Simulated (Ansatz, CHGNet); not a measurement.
# How the equilibrium volume per atom of hexagonal BN moves with the method

No measured value is used here.

```json
[
 {"level (code)": "CHGNet 0.3.0 (CHGNet)", "value (Å³/atom)": "…"},
 {"level (code)": "LDA (Ansatz)", "value (Å³/atom)": "8.71"},
 {"level (code)": "PBE (Ansatz)", "value (Å³/atom)": "…"},
 {"level (code)": "PBE-D3(BJ) (Ansatz)", "value (Å³/atom)": "9.00"},
 {"level (code)": "r²SCAN-D4 (Ansatz)", "value (Å³/atom)": "8.92"},
 {"level (code)": "PBE0-D4 (Ansatz)", "value (Å³/atom)": "8.69"}
]
```

Task: Complete the blanks.

Result: 
- CHGNet 0.3.0 (CHGNet), value (Å³/atom): 10.46
- PBE (Ansatz, a program for electronic structure), value (Å³/atom): 11.70

LDA, PBE: the cell comes from a level without a dispersion term, which matters for the spacing of layers, chains or molecules. Cutoffs and k meshes differ between the levels. Ansatz's density-functional and Hartree–Fock values are scalar-relativistic unless marked +SOC, with PAW data made under PBE.

Machine-learned potentials (CHGNet 0.3.0) are trained on DFT data, which may include these solids.
